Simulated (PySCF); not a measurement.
Gas-phase reaction: 2 AlH3 ⇌ Al2H6

Energies from PySCF, thermal terms from the rigid-rotor harmonic-oscillator model, ideal gas at 1 bar. † marks an energy on the PBE0/def2-TZVP geometry and frequencies; other levels use their own. MP2 freezes the core. 6-31G* has spherical d functions here. All species are closed-shell singlets. B3LYP is the form with VWN-RPA correlation. AlH3, Al2H6: computed as isolated molecules; such fragments, hydroxides, amides, oligomers or adducts are transient or little studied in the gas. MP2 isn't extrapolated to the basis-set limit.

MP2/def2-TZVPP† gives ΔH°(298 K) = -143 kJ.

What do HF/6-31G*, MP2/def2-SVP†, B3LYP/def2-TZVP† give?

HF/6-31G*: -98 kJ; MP2/def2-SVP†: -138 kJ; B3LYP/def2-TZVP†: -128 kJ. For scale, ΔH°(298 K) is -143 kJ at this level, -142 kJ at ωB97M-V/def2-TZVP†, and runs from -183 to -98 kJ over the 19 levels computed.
